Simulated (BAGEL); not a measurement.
**PBE0/def2-TZVPPD (density fitting with cc-pvqz-jkfit) run of [HO2]− (hydroperoxide(1-))**

Aim: the energy change on altering one bond length of [HO2]− (hydroperoxide(1-)) at PBE0/def2-TZVPPD (density fitting with cc-pvqz-jkfit), from 2 runs. 

The results are computed with BAGEL 1.2.2.

## 1. The molecule

The species is [HO2]− (3 atoms), meant as a singlet with charge -1. As SMILES, `[O-]O`. The shape is that of a PBE0-D4/def2-TZVPD optimisation.

Bond lengths: O1–O2 1.479 Å, O2–H3 0.961 Å. Angles: O1–O2–H3 100.1°.

## 2. The energy at PBE0/def2-TZVPPD (density fitting with cc-pvqz-jkfit)

input.json

```json
{ "bagel" : [

{
  "title" : "molecule",
  "basis" : "def2-tzvppd.json",
  "df_basis" : "cc-pvqz-jkfit",
  "angstrom" : "true",
  "geometry" : [
    { "atom" : "O", "xyz" : [   -0.357760,    1.025590,   -0.080830 ] },
    { "atom" : "O", "xyz" : [   -0.242260,   -0.445880,   -0.180750 ] },
    { "atom" : "H", "xyz" : [    0.600030,   -0.579720,    0.261570 ] }
  ]
},
{ "title" : "ks", "xc_func" : "pbe0", "charge" : -1 },
{ "title" : "print", "file" : "orbitals.molden", "orbitals" : "true" }

]}
```

The basis set def2-TZVPPD is read from a file made from the Basis Set Exchange's data (not shown).

Launch:

```sh
$ BAGEL_NUM_THREADS=1 BAGEL input.json > input.out
```

Standard output:

```text
* using 1 threads per process

  ===============================================================
  ===============================================================

  *** Geometry ***

  { "atom" : "O", "xyz" : [     -0.676068,      1.938084,     -0.152747 ] },
  { "atom" : "O", "xyz" : [     -0.457805,     -0.842591,     -0.341568 ] },
  { "atom" : "H", "xyz" : [      1.133892,     -1.095512,      0.494296 ] },

  Number of auxiliary basis functions:      263

  Since a DF basis is specified, we compute 2- and 3-index integrals:
    o Being stored without compression. Storage requirement is 0.020 GB

  Number of basis functions:       97
  Number of electrons      :       17

    * METHOD: MOLECULE                             0.06

  *** Kohn-Sham DFT ***

    * Removing 3375 points whose weight is below 1.00e-10
    * Grid points: 41343

  === Nuclear Repulsion ===
    29.5270672001

       - DIIS with orbital gradients will be used.

  === KS iteration (pbe0 / def2-tzvppd.json) ===
      0       -130.49416288          0.18648488           0.09
      1       -123.99802634          0.13825386           0.08
      2       -139.70030346          0.15740292           0.07
      3       -148.69461450          0.07648600           0.07
      4       -148.87226296          0.08519733           0.07
      5       -150.05593021          0.05587071           0.07
      6       -150.35189303          0.04545688           0.07
      7       -150.84228289          0.00488020           0.07
      8       -150.84616112          0.00058763           0.07
      9       -150.84621813          0.00013860           0.07
     10       -150.84622147          0.00005201           0.07
     11       -150.84622180          0.00004261           0.07
     12       -150.84622212          0.00002646           0.07
     13       -150.84622225          0.00000308           0.07
     14       -150.84622226          0.00000072           0.07
     15       -150.84622226          0.00000019           0.07
     16       -150.84622226          0.00000008           0.07
     17       -150.84622226          0.00000005           0.07
     18       -150.84622226          0.00000002           0.08
     19       -150.84622226          0.00000001           0.07
     20       -150.84622226          0.00000000           0.07
    * SCF iteration converged.

    * Permanent dipole moment:
           (   -0.608513,     0.934504,    -0.226975) a.u.

    * METHOD: KS                                   1.71

    * METHOD: PRINT                                0.02

  ===============================================================
```

Wall time 1.9 s (1 thread of Arm Neoverse V2, shared host); peak memory 0.21 GiB.

## 3. The distorted shape, same level

input.json

```json
{ "bagel": [

{
  "title": "molecule",
  "basis": "def2-tzvppd.json",
  "df_basis": "cc-pvqz-jkfit",
  "angstrom": "true",
  "geometry": [
    { "atom": "O", "xyz": [   -0.392411,    1.467044,   -0.050853 ] },
    { "atom": "O", "xyz": [   -0.242260,   -0.445880,   -0.180750 ] },
    { "atom": "H", "xyz": [    0.600030,   -0.579720,    0.261570 ] }
  ]
},
{ "title": "ks", "xc_func": "pbe0", "charge": -1 },
{ "title": "print", "file": "orbitals.molden", "orbitals": "true" }

]}
```

The basis set def2-TZVPPD is read from a file made from the Basis Set Exchange's data (not shown).

Launch:

```sh
$ BAGEL_NUM_THREADS=1 BAGEL input.json > input.out
```

Standard output:

```text
* using 1 threads per process

  ===============================================================
  ===============================================================

  *** Geometry ***

  { "atom" : "O", "xyz" : [     -0.741549,      2.772311,     -0.096098 ] },
  { "atom" : "O", "xyz" : [     -0.457805,     -0.842591,     -0.341568 ] },
  { "atom" : "H", "xyz" : [      1.133892,     -1.095512,      0.494296 ] },

  Number of auxiliary basis functions:      263

  Since a DF basis is specified, we compute 2- and 3-index integrals:
    o Being stored without compression. Storage requirement is 0.020 GB

  Number of basis functions:       97
  Number of electrons      :       17

    * METHOD: MOLECULE                             0.06

  *** Kohn-Sham DFT ***

    * Removing 2934 points whose weight is below 1.00e-10
    * Grid points: 41784

  === Nuclear Repulsion ===
    23.8601210118

       - DIIS with orbital gradients will be used.

  === KS iteration (pbe0 / def2-tzvppd.json) ===
      0       -130.95697813          0.17654851           0.09
      1       -127.23161372          0.12556532           0.08
      2       -140.68494275          0.14413862           0.07
      3       -148.98194011          0.06772726           0.07
      4       -147.41880997          0.09866606           0.07
      5       -149.99260392          0.05518394           0.07
      6       -150.22874816          0.04699386           0.07
      7       -150.79106646          0.00807067           0.07
      8       -150.80510932          0.00165652           0.07
      9       -150.80548837          0.00073598           0.07
     10       -150.80563871          0.00011246           0.07
     11       -150.80564103          0.00005134           0.07
     12       -150.80564156          0.00002416           0.07
     13       -150.80564169          0.00000144           0.07
     14       -150.80564169          0.00000079           0.07
     15       -150.80564169          0.00000023           0.07
     16       -150.80564169          0.00000010           0.07
     17       -150.80564169          0.00000003           0.07
     18       -150.80564169          0.00000001           0.07
     19       -150.80564169          0.00000000           0.07
    * SCF iteration converged.

    * Permanent dipole moment:
           (   -0.563565,     0.670296,    -0.231777) a.u.

    * METHOD: KS                                   1.64

    * METHOD: PRINT                                0.01

  ===============================================================
```

Wall time 1.9 s (1 thread of Arm Neoverse V2, shared host); peak memory 0.21 GiB.

## 4. What came out

At PBE0/def2-TZVPPD (density fitting with cc-pvqz-jkfit):

| quantity | value |
| --- | --- |
| first shape: total energy | -150.84622 Eh |
| first shape: HOMO energy | 1.33 eV |
| first shape: LUMO energy | 4.86 eV |
| first shape: HOMO–LUMO gap (to an unbound level, set by the basis) | 3.53 eV |
| distorted shape: total energy | -150.80564 Eh |
| distorted shape: HOMO energy | -0.30 eV |
| distorted shape: LUMO energy | 3.66 eV |
| distorted shape: HOMO–LUMO gap (to an unbound level, set by the basis) | 3.96 eV |
| energy change with the O1–O2 bond stretched from 1.479 to 1.923 Å | 1.104 eV |

With the O1–O2 bond stretched from 1.479 to 1.923 Å the energy rises by 1.10 eV (107 kJ/mol). The HOMO (first shape) lies at positive energy, 1.33 eV, from the functional's self-interaction, a short basis or an electron that isn't bound; only total energies against the neutral tell.
